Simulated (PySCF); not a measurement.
**C3H3F2S−: electronic excitations and core binding energies**

What electronic excitations and core binding energies should C3H3F2S− (`C=C([S-])C(F)F`) show?

Programs: PySCF 2.14.0, with density-fitted response routines of our own. Each step states its level of theory. These are calculated values for one molecule in the gas phase, unless marked as measured. Atoms are numbered from 0 throughout.

## 1. The starting structure

9 atoms, charge -1, multiplicity 1; geometry from: GFN2-xTB.

Bonds of the start (Å): C0–C1 1.34, C1–S2 1.71, C1–C3 1.50, C3–F4 1.38, C3–F5 1.38, C0–H6 1.08, C0–H7 1.08, C3–H8 1.10.

## 2. Excited states and response: wB97X-D/def2-SVPD

The job: settings as JSON, then the geometry in Å.

```
{"job": {"kind": "uv", "xc": "wB97X-D", "basis": "def2-SVPD", "nstates": 8, "ntriplets": 3}, "charge": -1, "multiplicity": 1}
C     -1.357871    -0.092017    -0.305779
C     -0.242074     0.538340     0.098914
S     -0.094807     2.166715     0.586215
C      1.049532    -0.224298     0.148493
F      1.416458    -0.746808    -1.070991
F      0.997981    -1.328416     0.968645
H     -1.339595    -1.132708    -0.590866
H     -2.299671     0.425287    -0.357683
H      1.883609     0.399899     0.497873
```

Method: TDDFT wB97X-D/def2-SVPD, vertical, gas phase, core orbitals frozen in the response.

The program printed:

```text
coarse grid: 8920 points
cycle   1  E = -713.3770794804  dE =  7.209e-01  |g| = 7.671e-01  |ddm| = 4.312e+00
cycle   2  E = -713.3880402192  dE = -1.096e-02  |g| = 8.387e-01  |ddm| = 2.168e+00
cycle   3  E = -713.5130736919  dE = -1.250e-01  |g| = 7.518e-02  |ddm| = 9.853e-01
cycle   4  E = -713.5143366679  dE = -1.263e-03  |g| = 2.697e-02  |ddm| = 1.674e-01
cycle   5  E = -713.5145479568  dE = -2.113e-04  |g| = 7.719e-03  |ddm| = 8.078e-02
cycle   6  E = -713.5145661885  dE = -1.823e-05  |g| = 2.711e-03  |ddm| = 2.536e-02
cycle   7  E = -713.5145690281  dE = -2.840e-06  |g| = 1.065e-03  |ddm| = 1.158e-02
final grid: 84696 points
cycle   8  E = -713.5948688260  dE = -9.138e-05  |g| = 8.627e-03  |ddm| = 1.516e-01
cycle   9  E = -713.5948699887  dE = -1.163e-06  |g| = 9.130e-03  |ddm| = 2.133e-02
cycle  10  E = -713.5948837665  dE = -1.378e-05  |g| = 5.922e-04  |ddm| = 7.935e-03
cycle  11  E = -713.5948838683  dE = -1.018e-07  |g| = 3.130e-04  |ddm| = 2.547e-03
cycle  12  E = -713.5948838944  dE = -2.605e-08  |g| = 9.060e-05  |ddm| = 1.057e-03
cycle  13  E = -713.5948838969  dE = -2.541e-09  |g| = 2.874e-05  |ddm| = 3.347e-04
cycle  14  E = -713.5948838974  dE = -5.500e-10  |g| = 5.448e-06  |ddm| = 2.657e-04
converged SCF energy = -713.5948838974

Static polarisability (au): isotropic 77.979, principal 59.449 74.859 99.628

Singlet excitations
state   eV       nm        f      main configurations
  1   3.9246    315.9   0.00057   H-1->L 0.98
  2   4.2352    292.7   0.21753   H->L 0.96
  3   4.6339    267.6   0.00498   H->L+1 0.83
  4   4.8769    254.2   0.01900   H->L+2 0.92
  5   4.9583    250.1   0.06811   H-1->L+2 0.92
  6   5.1401    241.2   0.06266   H-1->L+1 0.76, H-1->L+6 0.11
  7   5.2308    237.0   0.00691   H->L+3 0.87
  8   5.5061    225.2   0.01423   H-1->L+3 0.50, H->L+4 0.36

Triplet excitations (Tamm-Dancoff, eV): 2.8288 3.7889 4.6325
```

It took 16 s on 1 thread, shared host.

Frontier orbitals and where they lie:

| orbital | eV | atoms |
| --- | --- | --- |
| HOMO−3 | -6.48 | S2 47 %, C1 21 %, C0 9 % |
| HOMO−2 | -6.14 | C1 38 %, C0 25 %, S2 21 % |
| HOMO−1 | -2.81 | S2 78 %, C1 11 % |
| HOMO | -2.41 | S2 57 %, C0 21 %, C1 17 % |
| LUMO | 5.85 | C1 27 %, S2 25 %, C0 22 % |
| LUMO+1 | 5.97 | S2 22 %, C0 20 %, C3 14 % |
| LUMO+2 | 6.36 | S2 90 % |

With each of the 8 states as a Gaussian band of 0.4 eV half-width at 1/e, the curve within the window shown has maxima at 292 nm (ε 9,100), 248 nm (ε 6,300) L/(mol cm). Beyond the last state computed it falls off for lack of states. The curve at chosen wavelengths:

```
 nm  ε (L/mol/cm)
214           557
220          1272
227          2649
233          4135
239          5468
246          6260
252          6202
259          5802
265          5769
271          6317
278          7502
284          8512
290          9060
297          8828
303          7931
309          6626
316          4946
322          3614
328          2509
335          1549
341           982
348           553
354           328
360           190
367            97
373            54
```

Further results of this job:

| property | computed |
| --- | --- |
| polarisability (Å³) | 11.56 |
| HOMO–LUMO gap (eV) | 8.26 |
| −ε(HOMO) (eV) | 2.41 |

## 3. Core holes by ΔSCF: SCAN, X2C

Same as in step 2 but for these lines:

```diff
@@ -1,2 +1,2 @@
-{"job": {"kind": "uv", "xc": "wB97X-D", "basis": "def2-SVPD", "nstates": 8, "ntriplets": 3}, "charge": -1, "multiplicity": 1}
+{"job": {"kind": "xps"}, "charge": -1, "multiplicity": 1}
 C     -1.357871    -0.092017    -0.305779
```

With the program's defaults for keys left out, this is: delta-SCF UKS SCAN, pcX-2 on the ionised atom, pcseg-1 elsewhere, spin-free X2C.

The program printed:

```text
ground state, core basis on atom 0 (C), 134 functions
  cycle   1  E = -714.94923378  |g| = 7.39e-01
  cycle   2  E = -714.80542944  |g| = 1.12e+00
  cycle   3  E = -715.07176607  |g| = 1.62e-01
  cycle   4  E = -715.07739029  |g| = 7.48e-02
  cycle   5  E = -715.07870242  |g| = 3.87e-02
  cycle   6  E = -715.07917697  |g| = 1.16e-02
  cycle   7  E = -715.07921113  |g| = 3.44e-03
  cycle   8  E = -715.07921591  |g| = 1.23e-03
  cycle   9  E = -715.07921609  |g| = 2.90e-04
  E(ground) = -715.09189809 Eh
hole in C 1s of atom 0
  cycle   1  E = -704.02831003  |g| = 1.52e+00
  cycle   2  E = -702.53890289  |g| = 2.16e+00
  cycle   3  E = -704.32303898  |g| = 6.61e-01
  cycle   4  E = -704.35527967  |g| = 6.32e-01
  cycle   5  E = -704.61733084  |g| = 1.11e-01
  cycle   6  E = -704.62176165  |g| = 4.94e-02
  cycle   7  E = -704.62309928  |g| = 1.96e-02
  cycle   8  E = -704.62324705  |g| = 5.41e-03
  cycle   9  E = -704.62326206  |g| = 2.12e-03
  cycle  10  E = -704.62326589  |g| = 1.09e-03
  cycle  11  E = -704.62326605  |g| = 3.92e-04
  E(ion) = -704.63680026 Eh   <S^2> = 0.7754   hole on atom = 1.000   binding energy = 284.498 eV
ground state, core basis on atom 1 (C), 134 functions
  cycle   1  E = -715.08028573  |g| = 6.39e-02
  cycle   2  E = -715.07904891  |g| = 6.97e-02
  cycle   3  E = -715.07979819  |g| = 4.80e-02
  cycle   4  E = -715.08054254  |g| = 9.57e-03
  cycle   5  E = -715.08057110  |g| = 2.12e-03
  cycle   6  E = -715.08057022  |g| = 4.32e-04
  E(ground) = -715.09330944 Eh
hole in C 1s of atom 1
  cycle   1  E = -703.97970714  |g| = 1.52e+00
  cycle   2  E = -702.37862681  |g| = 2.33e+00
  cycle   3  E = -704.31232011  |g| = 6.11e-01
  cycle   4  E = -703.97339449  |g| = 8.49e-01
  cycle   5  E = -704.53639635  |g| = 2.13e-01
  cycle   6  E = -704.56204106  |g| = 1.06e-01
  cycle   7  E = -704.56620551  |g| = 2.84e-02
  cycle   8  E = -704.56699034  |g| = 1.24e-02
  cycle   9  E = -704.56754216  |g| = 9.90e-03
  cycle  10  E = -704.56806050  |g| = 8.96e-03
  cycle  11  E = -704.56825665  |g| = 4.37e-03
  cycle  12  E = -704.56829838  |g| = 2.75e-03
  cycle  13  E = -704.56830616  |g| = 1.45e-03
  cycle  14  E = -704.56830966  |g| = 8.22e-04
  cycle  15  E = -704.56830830  |g| = 4.09e-04
  E(ion) = -704.58278522 Eh   <S^2> = 0.9527   hole on atom = 1.000   binding energy = 286.006 eV
ground state, core basis on atom 2 (S), 145 functions
  cycle   1  E = -715.22227341  |g| = 4.06e-01
  cycle   2  E = -715.22164315  |g| = 5.70e-02
  cycle   3  E = -715.21741443  |g| = 1.26e-01
  cycle   4  E = -715.22258464  |g| = 1.69e-02
  cycle   5  E = -715.22261975  |g| = 1.12e-02
  cycle   6  E = -715.22265752  |g| = 1.55e-03
  cycle   7  E = -715.22265753  |g| = 2.82e-04
  E(ground) = -715.22054310 Eh
hole in S 1s of atom 2
  cycle   1  E = -623.23880854  |g| = 5.08e+00
  cycle   2  E = -623.47790546  |g| = 2.20e+00
  cycle   3  E = -623.15919557  |g| = 1.43e+00
  cycle   4  E = -624.32810764  |g| = 4.65e-01
  cycle   5  E = -624.45080915  |g| = 1.90e-01
  cycle   6  E = -624.46648178  |g| = 8.41e-02
  cycle   7  E = -624.46864020  |g| = 4.14e-02
  cycle   8  E = -624.46949151  |g| = 1.15e-02
  cycle   9  E = -624.46954302  |g| = 5.32e-03
  cycle  10  E = -624.46955177  |g| = 1.44e-03
  cycle  11  E = -624.46955351  |g| = 3.22e-04
  E(ion) = -624.46049552 Eh   <S^2> = 0.7514   hole on atom = 1.000   binding energy = 2469.707 eV
hole in S 2p of atom 2
  cycle   1  E = -708.79096907  |g| = 1.52e+00
  cycle   2  E = -708.63893550  |g| = 1.31e+00
  cycle   3  E = -709.08078539  |g| = 5.19e-01
  cycle   4  E = -709.21624241  |g| = 2.22e-01
  cycle   5  E = -709.24006916  |g| = 9.85e-02
  cycle   6  E = -709.24437869  |g| = 3.51e-02
  cycle   7  E = -709.24494648  |g| = 1.13e-02
  cycle   8  E = -709.24499688  |g| = 3.67e-03
  cycle   9  E = -709.24500127  |g| = 1.44e-03
  cycle  10  E = -709.24500259  |g| = 8.17e-04
  cycle  11  E = -709.24500281  |g| = 4.20e-04
  E(ion) = -709.25049896 Eh   <S^2> = 0.7534   hole on atom = 1.001   binding energy = 162.453 eV
  2p3/2 = 161.886 eV   2p1/2 = 163.126 eV
ground state, core basis on atom 3 (C), 134 functions
  cycle   1  E = -715.08414141  |g| = 6.76e-02
  cycle   2  E = -715.08226876  |g| = 8.28e-02
  cycle   3  E = -715.08380494  |g| = 4.69e-02
  cycle   4  E = -715.08451631  |g| = 1.68e-02
  cycle   5  E = -715.08458292  |g| = 2.08e-03
  cycle   6  E = -715.08458291  |g| = 7.76e-04
  cycle   7  E = -715.08458133  |g| = 2.61e-04
  E(ground) = -715.09659540 Eh
hole in C 1s of atom 3
  cycle   1  E = -703.84888485  |g| = 1.50e+00
  cycle   2  E = -697.42317920  |g| = 3.42e+00
  cycle   3  E = -703.87161367  |g| = 1.02e+00
  cycle   4  E = -704.26569812  |g| = 5.92e-01
  cycle   5  E = -704.34420393  |g| = 2.85e-01
  cycle   6  E = -704.29877628  |g| = 3.68e-01
  cycle   7  E = -704.39710993  |g| = 6.66e-02
  cycle   8  E = -704.39945879  |g| = 3.27e-02
  cycle   9  E = -704.40007604  |g| = 1.11e-02
  cycle  10  E = -704.40014986  |g| = 3.19e-03
  cycle  11  E = -704.40016147  |g| = 1.31e-03
  cycle  12  E = -704.40016839  |g| = 1.19e-03
  cycle  13  E = -704.40017095  |g| = 1.03e-03
  cycle  14  E = -704.40017600  |g| = 9.24e-04
  cycle  15  E = -704.40018601  |g| = 8.78e-04
  cycle  16  E = -704.40020689  |g| = 9.20e-04
  cycle  17  E = -704.40021130  |g| = 8.82e-04
  cycle  18  E = -704.40021332  |g| = 8.67e-04
  cycle  19  E = -704.40024675  |g| = 1.85e-03
  cycle  20  E = -704.40024723  |g| = 1.57e-03
  cycle  21  E = -704.40024672  |g| = 1.66e-03
  cycle  22  E = -704.40025002  |g| = 2.46e-03
  cycle  23  E = -704.40025091  |g| = 1.73e-03
  cycle  24  E = -704.40023470  |g| = 3.87e-03
  cycle  25  E = -704.40025060  |g| = 2.06e-03
  cycle  26  E = -704.40024309  |g| = 8.54e-04
  cycle  27  E = -704.40025348  |g| = 3.26e-04
  E(ion) = -704.41455829 Eh   <S^2> = 0.8281   hole on atom = 1.000   binding energy = 290.673 eV
ground state, core basis on atom 4 (F), 134 functions
  cycle   1  E = -715.12214981  |g| = 1.16e-01
  cycle   2  E = -715.12194093  |g| = 4.93e-02
  cycle   3  E = -715.12172930  |g| = 6.13e-02
  cycle   4  E = -715.12226380  |g| = 8.67e-03
  cycle   5  E = -715.12228364  |g| = 2.10e-03
  cycle   6  E = -715.12228541  |g| = 4.43e-04
  E(ground) = -715.13710137 Eh
hole in F 1s of atom 4
  cycle   1  E = -688.91898798  |g| = 2.58e+00
  cycle   2  E = -687.36190319  |g| = 2.60e+00
  cycle   3  E = -689.06035379  |g| = 1.11e+00
  cycle   4  E = -689.62940990  |g| = 5.36e-01
  cycle   5  E = -689.66058142  |g| = 4.46e-01
  cycle   6  E = -689.80536638  |g| = 1.45e-01
  cycle   7  E = -689.81485591  |g| = 6.69e-02
  cycle   8  E = -689.81682272  |g| = 2.10e-02
  cycle   9  E = -689.81712183  |g| = 5.26e-03
  cycle  10  E = -689.81713894  |g| = 2.07e-03
  cycle  11  E = -689.81713972  |g| = 7.25e-04
  cycle  12  E = -689.81713906  |g| = 1.61e-04
  E(ion) = -689.83886200 Eh   <S^2> = 0.7600   hole on atom = 1.000   binding energy = 688.400 eV
```

Run time: 44 s. Hardware: 1 thread, shared host.

The holes in one table. −ε is the ground-state orbital energy:

| hole | stands for | environment | ΔSCF (eV; 2p as the shell's mean) | −ε (eV) | ⟨S²⟩ |
| --- | --- | --- | --- | --- | --- |
| C1s on C0 | C0 | terminal =CH2 carbon | 284.50 | 268.4 | 0.775 |
| C1s on C1 | C1 | fully substituted alkene carbon | 286.01 (doubtful) | 269.7 | 0.953 |
| S1s on S2 | S2 | sulfur bonded to C | 2469.71 | 2408.0 | 0.751 |
| S2p on S2 | S2 | sulfur bonded to C | 162.30 | 151.1 | 0.753 |
| C1s on C3 | C3 | allylic sp3 CH bonded to 2 F | 290.67 | 273.4 | 0.828 |
| F1s on F4 | F4, F5 | fluorine of a CF2 group | 688.40 | 662.6 | 0.760 |

Each hole run stands for the others of its class of like atoms.

Doubtful: the ion did not converge, its hole moved, or its ⟨S²⟩ is well above 0.75.

With the spin-orbit splitting: S2 2p3/2 161.89, 2p1/2 163.13 eV. The table gives each 2p level as the mean over the whole 2p shell (two parts 2p3/2, one part 2p1/2), which differs a little from the single hole in the log.

## 4. Results

| quantity | value |
| --- | --- |
| lowest singlet (wB97X-D/def2-SVPD) | 3.92 eV (316 nm), f = 0.001 |
| brightest single state of those computed | state 2, 4.24 eV, f = 0.218 |
| lowest triplet | 2.83 eV |
| C1s binding energies, SCAN/pcX-2 (standing for 2 of 3 atoms) | C3 290.67, C0 284.50 eV |
| S1s binding energies, SCAN/pcX-2 | S2 2469.71 eV |
| S2p binding energies, SCAN/pcX-2 | S2 162.30 eV |
| F1s binding energies, SCAN/pcX-2 | F4 688.40 eV |

In words: The first singlet state (HOMO−1→LUMO 0.98) lies at 3.92 eV and is dark; of the 8 states computed, the strongest absorption comes from state 2 at 4.24 eV. The lowest triplet lies 1.10 eV below the lowest singlet (triplets in Tamm-Dancoff, singlets in full TDDFT). The lowest singlet lies above −ε(HOMO); no detachment energy was computed, so the anion's states may not be bound. The C1s levels kept as sound span 6.18 eV, from C0 (terminal =CH2 carbon) up to C3 (allylic sp3 CH bonded to 2 F). Only 2 of the 3 C atoms are covered by sound results.
